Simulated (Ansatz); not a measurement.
Two structures of SiH$_{4}$S$_{2}$, closed shell, reached by relaxing down either side of one saddle point (PBE0-D4/def2-TZVP). Energies are electronic, without zero-point energy. Computed with Ansatz 0.2.0 (basis: def2-TZVPP and def2-QZVPP); correlated methods freeze the cores. Extrapolation: Hartree–Fock as exp(−7.88 √X), correlation as X^−2.97. First:

| atom | x (Å) | y (Å) | z (Å) |
| --- | --- | --- | --- |
| Si1 | -0.1551 | -0.3068 | 0.5135 |
| S2 | 1.5753 | -0.7733 | -0.6402 |
| S3 | -1.3024 | 1.3130 | -0.2631 |
| H4 | -1.4752 | 0.7495 | -1.4710 |
| H5 | -0.9099 | -1.5820 | 0.5352 |
| H6 | 0.1775 | 0.1335 | 1.8889 |
| H7 | 2.0898 | 0.4661 | -0.5633 |

Second:

Si1  (-0.637, -0.143, 0.795)
S2  (1.228, -0.346, -0.856)
S3  (-1.732, 1.390, 0.236)
H4  (0.368, -0.201, -1.881)
H5  (-1.018, -1.567, 0.577)
H6  (0.334, -0.110, 1.925)
H7  (1.457, 0.978, -0.796)
(Å)

**Question.** Which bonds change from the first to the second?

**Answer.** SiH₄S₂ ([SH][SiH2][SH]) → SiH₂S ([SiH2][S]) + H₂S (still joined by a long Si–S bond); bonds formed: S2–H4; bonds broken: S3–H4; bonds weakened to dative contacts: Si1–S2.

**Question.** Give the saddle point's structure and its height above each. (Judge from chemistry; the value comes from the calculation.)

**Answer.** By the calculation: 38.38 kcal/mol above the first and 6.16 kcal/mol above the second (CCSD(T) at an estimated basis limit (MP2 extrapolated from triple and quadruple zeta, plus CCSD(T) − MP2 in triple zeta)).
```
7
angstrom
Si -0.5175 -0.2266 0.6849
S 1.0614 -0.4265 -1.0609
S -1.6364 1.1530 -0.2574
H -0.0906 0.4239 -1.3604
H -0.9281 -1.6519 0.7820
H 0.3500 0.0866 1.8522
H 1.7614 0.6414 -0.6403
```

The T1 diagnostic stays at or below 0.015.

Labels in which every atom is bracketed show which atoms are joined, not bond orders.

For scale, one of the runs: CCSD(T)/def2-TZVPP, 182 basis functions, launched by `ansatz run in.yaml --threads 2 --pin off --events-out ev --progress --plain --max-ram 4352MiB`. The run took 28 s on 2 CPU threads of an Intel Xeon Platinum 8175M (shared host), with 1.6 GiB of host memory at its peak.
